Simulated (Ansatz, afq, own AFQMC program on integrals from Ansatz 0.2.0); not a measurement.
**BH⁻, quartet in aug-cc-pVDZ, levels against full CI**

```xyz
2

B     0.0000    0.0000    0.0000
H     0.0000    0.0000    1.2628
```

Basis aug-cc-pVDZ. Noble-gas cores (and the filled d shells of Ga–Kr and In–Xe) are frozen. Ansatz 0.2.0 and our own AFQMC program on the same integrals; the CISD trial comes from CCSD amplitudes, and released means the phaseless constraint is let go. Free projection: walkers drawn from exp(T), propagated without any constraint. Its projection time is finite, and what remains of the start isn't in its error. Uncertainties: one standard error, sampling alone.

Determinant: UHF, the one that the program's search chose, which needn't be the lowest solution. The geometry is a PBE0/def2-TZVPD stationary point of this or a neighbouring charge and spin state.

Full CI on the same integrals is exact in this basis and with this determinant's frozen core.

Cautions: another spin lies lower (by 796 meV); at this level and basis the anion state lies above a neutral one; the released energies have errors that jump between times, so the bars are unsure, so no released level is given (meV from the phaseless value at times in 1/Eh: -2.3 ± 1.5 at 0.24, 4 ± 8 at 0.51, -5.1 ± 0.9 at 0.99, -6.7 ± 0.8 at 1.62, -8.1 ± 1.0 at 2.40).

The T1 diagnostic is 0.0273 and the weight of the determinant in the CISD state is 0.935. The ⟨S²⟩ of the determinant is 3.753 and the size of the correlated space is 5 electrons in 31 orbitals.

Reference: full CI, correlation energy -2.159 eV.

| level | E − E(reference) (kJ/mol) | share of correlation (%) |
| --- | --- | --- |
| HF | 208.3 | 0.00 |
| MP2 | 52.3 | 74.89 |
| CCSD | 8.0 | 96.15 |
| CCSD(T) | 2.2 | 98.95 |
| CCSDT | 0.3 | 99.86 |
| CCSDT(Q) | 0.0 | 99.98 |
| CCSDTQ | 0.0 | 100.00 |
| ph-AFQMC/HF | 7.6 ± 1.8 | 96.34 |
| ph-AFQMC/CISD | 1.0 ± 0.2 | 99.51 |
| free AFQMC | 0.2 ± 0.08 | 99.91 |

CCSDT and higher add their correlation energy to the determinant of the CCSD(T) run, since their own runs factorise the integrals more tightly (a shift of under 2 meV). Free projections are given only where their last times agree within the noise and don't stop above the reference; a slow remainder of the start can still hide under it. A walk keeps the symmetry of its determinant, which the program's search chose and which needn't be the lowest solution, so a lower state of the same spin and another symmetry isn't excluded.
